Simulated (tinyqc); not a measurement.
Inside a calculation. Method: Hueckel theory of the pi electrons with the omega technique, for the molecule C=C[CH2+] (SMILES; centres numbered as the heavy atoms are written). Computed by tinyqc, a small Python program that keeps every step. Settings: charge = 1, omega = 1.0, damping = 0. Command: `OMP_NUM_THREADS=1 python tinyqc.py 25169 25170 out.jsonl` (the two numbers bound the seeds that draw the settings). One thread of a shared host (Intel(R) Xeon(R) Processor @ 2.60GHz), about 0.01 s of CPU time with the checks.

## The Hueckel matrix

Centres:
```
centre  z_r, pi electrons of the neutral centre         h
1C                                            1  0.000000
2C                                            1  0.000000
3C                                            1  0.000000
```

Bonds:
```
i  j  k
1  2  1
2  3  1
```

H_rr = alpha + h_r beta, H_rs = k_rs beta for bonded centres.

Hueckel matrix in units of beta (H = alpha + beta A), lower triangle:
```
          1C        2C        3C
1C  0.000000
2C  1.000000  0.000000
3C  0.000000  1.000000  0.000000
```

## Orbitals, round 1

pi electrons, sum of z_r less the charge = 2

Diagonalise; E = alpha + x beta with beta < 0, so the largest x are filled first; degenerate levels share their electrons. P = sum n_i c_ri c_si; each orbital has its largest coefficient positive (the first on a tie).

x values: 1.414214  0.000000  -1.414214

occupations: 2.000000  0.000000  0.000000

coefficients:
```
         MO1        MO2        MO3
1C  0.500000   0.707107  -0.500000
2C  0.707107   0.000000   0.707107
3C  0.500000  -0.707107  -0.500000
```

charge and bond-order matrix P, lower triangle:
```
          1C        2C        3C
1C  0.500000
2C  0.707107  1.000000
3C  0.500000  0.707107  0.500000
```

## Omega technique, round 1

h_r = h_r(0) + omega q_r, omega = 1, with q_r = z_r - P_rr.

matrix after round 1, lower triangle:
```
          1C        2C        3C
1C  0.500000
2C  1.000000  0.000000
3C  0.000000  1.000000  0.500000
```

## Orbitals, round 2

As before.

x values: 1.686141  0.500000  -1.186141

occupations: 2.000000  0.000000  0.000000

coefficients:
```
         MO1        MO2        MO3
1C  0.541774   0.707107  -0.454401
2C  0.642621   0.000000   0.766185
3C  0.541774  -0.707107  -0.454401
```

charge and bond-order matrix P, lower triangle:
```
          1C        2C        3C
1C  0.587039
2C  0.696311  0.825922
3C  0.587039  0.696311  0.587039
```

## Omega technique, round 2

As before.

matrix after round 2, lower triangle:
```
          1C        2C        3C
1C  0.412961
2C  1.000000  0.174078
3C  0.000000  1.000000  0.412961
```

## Convergence

Each round sets h_r = h_r(0) + omega (z_r - P_rr), keeping the share named as damping of the old diagonal; repeat until output and input diagonals agree to 1e-6.

Rounds:
```
round   sum n x  largest |h(out) - h(in)|
1      2.828427                  5.00e-01
2      3.372281                  1.74e-01
3      3.425536                  8.99e-02
4      3.395095                  4.68e-02
5      3.410166                  2.43e-02
6      3.402129                  1.27e-02
7      3.406252                  6.57e-03
8      3.404094                  3.42e-03
9      3.405212                  1.78e-03
10     3.404630                  9.24e-04
11     3.404932                  4.80e-04
12     3.404775                  2.50e-04
13     3.404857                  1.30e-04
14     3.404814                  6.74e-05
15     3.404836                  3.51e-05
16     3.404825                  1.82e-05
17     3.404831                  9.47e-06
18     3.404828                  4.93e-06
19     3.404829                  2.56e-06
20     3.404828                  1.33e-06
21     3.404829                  6.92e-07
```

Converged in 21 rounds.

## Energy, charges, bond orders

final x values: 1.702414  0.442493  -1.144908

occupations: 2.000000  0.000000  0.000000

final P, lower triangle:
```
          1C        2C        3C
1C  0.557507
2C  0.702414  0.884987
3C  0.557507  0.702414  0.557507
```

E = sum n x; q_r = z_r - P_rr; bond order p = P_rs; free valence = sqrt(3) - sum of p over the bonds of the atom.

pi energy = 2 alpha + this times beta = 3.404829

pi charges: 1C 0.442493, 2C 0.115013, 3C 0.442493

Bond orders and lengths from R = 1.517 - 0.180 p (angstrom, C-C alone):
```
bond         p         R
1-2   0.702414  1.390565
2-3   0.702414  1.390565
```

free valence of the carbons: 1C 1.029636, 2C 0.327222, 3C 1.029636

gap between the highest filled and the next level = 1.259921 |beta|
